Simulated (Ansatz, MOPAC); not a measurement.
Barrier height from CHN (SMILES C#N) to the transition structure CHN, without zero-point energy, on the benchmark's geometries as Psi4's copy of the set gives them.
Transition structure (charge 0, multiplicity 1):
| atom | x (Å) | y (Å) | z (Å) |
|---|---|---|---|
| C | 0.0803 | 0.6203 | 0.0000 |
| N | 0.0803 | -0.5681 | 0.0000 |
| H | -1.0441 | 0.2551 | 0.0000 |

Open shells are unrestricted; no spin–orbit coupling.

Frozen-core correlation. The state that AM1 reach isn't checked.

The values were computed with Ansatz (a first-principles code); MOPAC for AM1 (differences of heats of formation). Values without a source in brackets are computed.

**Question.** One of these levels gives 217.9 kJ/mol for the barrier height. Which?
(A) SCS-MP2/aug-cc-pVTZ
(B) B97M-V/def2-TZVPPD
(C) AM1

**Answer.** A, SCS-MP2/aug-cc-pVTZ. The others give 372.4 (AM1), 190.8 (B97M-V/def2-TZVPPD)
